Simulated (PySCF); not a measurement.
Compound: diaminoborane, BH5N2.
Bonds: N1–B2, B2–N3. Hydrogens: H4, H5 on N1; H6 on B2; H7, H8 on N3.

Method: PBE0-D3(BJ)/def2-TZVP geometry optimisation, gas phase in PySCF 2.14.0; density fitting, grid level 2; the optimiser is geomeTRIC in internal coordinates, started from a GFN2-xTB structure with every atom displaced at random (about 0.01 Å).

Step 0: E = -3737.0245 eV
```
atom  x, y, z in Å  |  force x, y, z in eV/Å
N1     -1.2081    0.0035   -0.0229   -0.996   2.262  -1.102
B2      0.0577   -0.4625    0.2185    0.740   0.104  -0.057
N3      1.1660    0.2978   -0.1482    2.307   0.050  -0.002
H4     -2.0291   -0.4677    0.2126   -1.108  -0.812   0.400
H5     -1.4126    0.9153   -0.4636    0.337  -1.000   0.477
H6      0.1989   -1.4994    0.7287    0.169  -0.780   0.384
H7      2.1397   -0.0096    0.0084   -1.257   0.257  -0.131
H8      1.1432    1.2039   -0.5870   -0.191  -0.080   0.032
```

Step 1: E = -3737.0917 eV
```
atom  x, y, z in Å  |  force x, y, z in eV/Å
N1     -1.2462    0.0081   -0.0663    0.006  -0.009   0.202
B2      0.0713   -0.3909    0.2411   -0.346   0.003  -0.145
N3      1.2178    0.3724   -0.0624   -0.112  -0.224   0.024
H4     -2.0468   -0.5486    0.1789    0.112   0.096   0.029
H5     -1.4809    0.9049   -0.4527   -0.036   0.005  -0.073
H6      0.2400   -1.4524    0.7759   -0.023  -0.033  -0.072
H7      2.0654   -0.1575   -0.1061    0.405   0.280   0.068
H8      1.2352    1.2454   -0.5621   -0.007  -0.117  -0.031
```

Problem. Estimate the geometry and energy of step 2. (The exact step hangs on the optimiser's Hessian estimate; all steps are aligned on step 1, rigid shifts and turns removed.)

Solution. E = -3737.1051 eV, largest force 0.612 eV/Å
```
atom  x, y, z in Å  |  force x, y, z in eV/Å
N1     -1.2447    0.0211   -0.0642    0.082   0.064   0.022
B2      0.0557   -0.4463    0.2100    0.477  -0.231   0.223
N3      1.2230    0.2930   -0.0927   -0.079   0.475  -0.374
H4     -2.0568   -0.4883    0.2302    0.008   0.014  -0.024
H5     -1.4510    0.9184   -0.4677   -0.020  -0.023  -0.011
H6      0.1857   -1.5085    0.7537   -0.066  -0.028  -0.060
H7      2.1888    0.0178   -0.0530   -0.288  -0.456   0.289
H8      1.1551    1.1741   -0.5700   -0.115   0.185  -0.063
```

The energy changes by -0.0134 eV. The first-order estimate −F·Δx gives -0.1493 eV and the mean of the old and new forces, exact on a quadratic surface, -0.0118 eV. The step makes an angle of 46° with the force vector and moves no atom by more than 0.221 Å.

What follows is the cost of the whole optimisation. On one thread, Arm Neoverse N1 (aarch64), no GPU, on a shared host, this took 56 s of wall time and 0.52 GiB of memory at its peak.
